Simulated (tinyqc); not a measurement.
MP2 on RHF in the sto-3g basis, for H2O, spin multiplicity 1, step by step. One step of it, computed by the program tinyqc.

Question. Second-order Moller-Plesset energy. E2 = sum_ijab (ia|jb) [2 (ia|jb) - (ib|ja)] / (e_i + e_j - e_a - e_b) over occupied i, j and virtual a, b; the opposite-spin part is (ia|jb)^2 / denominator, the rest is same-spin, and SCS-MP2 scales them by 6/5 and 1/3.

orbital energies (hartree): [-20.270936, -1.229593, -0.540154, -0.467326, -0.394826, 0.518823, 0.586349]

Two-electron integrals over orbitals (pq|rs), unique and non-zero (hartree):
```
(11|11) 4.746480    (21|11) -0.424569   (21|21) 0.060145    (22|11) 1.014063
(22|21) -0.014420   (22|22) 0.725507    (31|31) 0.011394    (32|31) 0.017699
(32|32) 0.133434    (33|11) 0.786095    (33|21) -0.004834   (33|22) 0.630049
(33|33) 0.610124    (41|11) 0.181164    (41|21) -0.023444   (41|22) 0.013993
(41|33) 0.006140    (41|41) 0.024996    (42|11) -0.153743   (42|21) 0.008817
(42|22) -0.017581   (42|33) 0.002516    (42|41) 0.016668    (42|42) 0.128114
(43|31) -0.003488   (43|32) 0.022660    (43|43) 0.055065    (44|11) 0.929924
(44|21) -0.011614   (44|22) 0.655349    (44|33) 0.575648    (44|41) -0.008465
(44|42) -0.092770   (44|44) 0.702962    (51|51) 0.025975    (52|51) 0.032927
(52|52) 0.148179    (53|53) 0.027772    (54|51) -0.013111   (54|52) -0.047804
(54|54) 0.050754    (55|11) 1.115355    (55|21) -0.011987   (55|22) 0.751440
(55|33) 0.615816    (55|41) 0.005112    (55|42) -0.083061   (55|44) 0.689755
(55|55) 0.880159    (61|11) -0.197894   (61|21) 0.030334    (61|22) -0.000334
(61|33) 0.000997    (61|41) 0.002218    (61|42) 0.021369    (61|44) -0.016980
(61|55) -0.005290   (61|61) 0.027762    (62|11) 0.273651    (62|21) -0.005675
(62|22) 0.136076    (62|33) 0.074580    (62|41) 0.018739    (62|42) 0.027935
(62|44) 0.060764    (62|55) 0.143999    (62|61) 0.011306    (62|62) 0.098834
(63|31) 0.003348    (63|32) -0.028441   (63|43) -0.032248   (63|63) 0.065050
(64|11) 0.267480    (64|21) -0.003658   (64|22) 0.119150    (64|33) 0.051692
(64|41) -0.000318   (64|42) -0.058565   (64|44) 0.131778    (64|55) 0.147335
(64|61) -0.003356   (64|62) 0.056155    (64|64) 0.099497    (65|51) 0.013074
(65|52) 0.051023    (65|54) 0.004349    (65|65) 0.035565    (66|11) 0.814606
(66|21) -0.007646   (66|22) 0.612308    (66|33) 0.562871    (66|41) 0.018442
(66|42) 0.045413    (66|44) 0.555615    (66|55) 0.593719    (66|61) 0.009656
(66|62) 0.100089    (66|64) 0.054588    (66|66) 0.599020    (71|31) 0.014484
(71|32) 0.021385    (71|43) -0.004515   (71|63) 0.003714    (71|71) 0.018442
(72|31) 0.014510    (72|32) 0.048733    (72|43) -0.035450   (72|63) 0.032478
(72|71) 0.017646    (72|72) 0.064792    (73|11) 0.365181    (73|21) -0.007144
(73|22) 0.151577    (73|33) 0.090314    (73|41) -0.000456   (73|42) -0.085419
(73|44) 0.136070    (73|55) 0.197385    (73|61) -0.006345   (73|62) 0.068434
(73|64) 0.102852    (73|66) 0.045367    (73|73) 0.162391    (74|31) -0.009160
(74|32) -0.077332   (74|43) -0.011891   (74|63) 0.049881    (74|71) -0.011600
(74|72) -0.014643   (74|74) 0.074858    (75|53) 0.023655    (75|75) 0.023620
(76|31) 0.007550    (76|32) 0.083969    (76|43) 0.058158    (76|63) -0.056272
(76|71) 0.009293    (76|72) -0.009913   (76|74) -0.061793   (76|76) 0.107588
(77|11) 0.820348    (77|21) -0.008274   (77|22) 0.605302    (77|33) 0.589557
(77|41) 0.004222    (77|42) -0.011501   (77|44) 0.575842    (77|55) 0.601589
(77|61) -0.003046   (77|62) 0.059821    (77|64) 0.043626    (77|66) 0.559023
(77|73) 0.080658    (77|77) 0.594332
```

Hartree-Fock energy = -74.95103228 hartree

Give: Terms; Pair energies; MP2 correlation energy; SCS-MP2 correlation energy; MP2 total energy.

Answer.

Terms:
```
i  j  a  b  (ia|jb)  (ib|ja)  denominator       term
3  3  7  7   0.1624   0.1624      -2.2530    -0.0117
3  4  7  6   0.1029   0.0499      -2.1127    -0.0076
4  3  6  7   0.1029   0.0499      -2.1127    -0.0076
4  4  6  6   0.0995   0.0995      -1.9723    -0.0050
2  2  6  6   0.0988   0.0988      -3.4968    -0.0028
4  4  7  7   0.0749   0.0749      -2.1073    -0.0027
3  2  7  6   0.0684   0.0325      -2.8749    -0.0025
2  3  6  7   0.0684   0.0325      -2.8749    -0.0025
3  3  6  6   0.0651   0.0651      -2.1180    -0.0020
2  2  7  7   0.0648   0.0648      -3.6319    -0.0012
4  2  6  6   0.0562   0.0562      -2.7346    -0.0012
2  4  6  6   0.0562   0.0562      -2.7346    -0.0012
5  5  6  6   0.0356   0.0356      -1.8273    -0.0007
5  5  7  7   0.0236   0.0236      -1.9624  -2.84e-04
4  2  7  7  -0.0146  -0.0146      -2.8696  -7.47e-05
2  4  7  7  -0.0146  -0.0146      -2.8696  -7.47e-05
4  3  7  6   0.0499   0.1029      -2.1127   7.30e-05
3  4  6  7   0.0499   0.1029      -2.1127   7.30e-05
3  2  6  7   0.0325   0.0684      -2.8749   3.93e-05
2  3  7  6   0.0325   0.0684      -2.8749   3.93e-05
1  1  6  6   0.0278   0.0278     -41.5795  -1.85e-05
1  2  7  7   0.0176   0.0176     -22.6732  -1.37e-05
2  1  7  7   0.0176   0.0176     -22.6732  -1.37e-05
1  1  7  7   0.0184   0.0184     -41.7146  -8.15e-06
1  4  7  7  -0.0116  -0.0116     -21.9110  -6.14e-06
4  1  7  7  -0.0116  -0.0116     -21.9110  -6.14e-06
1  2  6  6   0.0113   0.0113     -22.5382  -5.67e-06
2  1  6  6   0.0113   0.0113     -22.5382  -5.67e-06
3  1  7  6  -0.0063   0.0037     -21.9163  -4.75e-06
1  3  6  7  -0.0063   0.0037     -21.9163  -4.75e-06
3  1  6  7   0.0037  -0.0063     -21.9163  -2.33e-06
1  3  7  6   0.0037  -0.0063     -21.9163  -2.33e-06
4  1  6  6  -0.0034  -0.0034     -21.7759  -5.17e-07
1  4  6  6  -0.0034  -0.0034     -21.7759  -5.17e-07
```

Pair energies (hartree; pair i-j sums ij and ji):
```
pair  opposite spin  same spin
1-1       -2.67e-05     0.0000
2-1       -3.88e-05     0.0000
2-2         -0.0039     0.0000
3-1       -4.93e-06  -9.23e-06
3-2         -0.0040    -0.0009
3-3         -0.0137     0.0000
4-1       -1.33e-05     0.0000
4-2         -0.0025     0.0000
4-3         -0.0124    -0.0027
4-4         -0.0077     0.0000
5-5         -0.0010     0.0000
```

MP2 correlation energy = -0.048773 hartree

SCS-MP2 correlation energy = -0.055438 hartree

MP2 total energy = -74.999805 hartree
